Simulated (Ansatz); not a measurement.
System: CH$_{3}$O (charge -1, singlet). It need not be the lowest isomer of its formula. Whether it binds its extra electron was not tested at this geometry. 
Coordinates optimised at B3LYP-D3(BJ)/def2-TZVP (Ansatz, a first-principles code):
```
C
H 1 1.1195
H 1 1.1195 2 102.87
O 1 1.5110 2 105.67 3 -110.59
H 4 0.9684 1 109.09 2 54.30
```
Charge -1, spin multiplicity 1.

Basis-set convergence of Hartree-Fock and CCSD correlation energies (hartree) with Ansatz. Correlated levels leave the core frozen unless marked. No spin-orbit coupling. No relativistic terms.

```tsv
basis	functions	E(HF)	E(corr, CCSD)
def2-SVPD	67	-114.26804	-0.38965
def2-TZVPPD	128	-114.40020	-0.45909
def2-QZVPPD	228	-114.40560	-0.48418
```

Extrapolating the two largest sets (X = 3 and 4) as X^-3: E(corr) = (64·(-0.48418) - 27·(-0.45909))/37 = -0.5025 Eh, an estimate of the basis-set limit. The largest set recovers 96.4 % of it, the smallest 77.5 %.
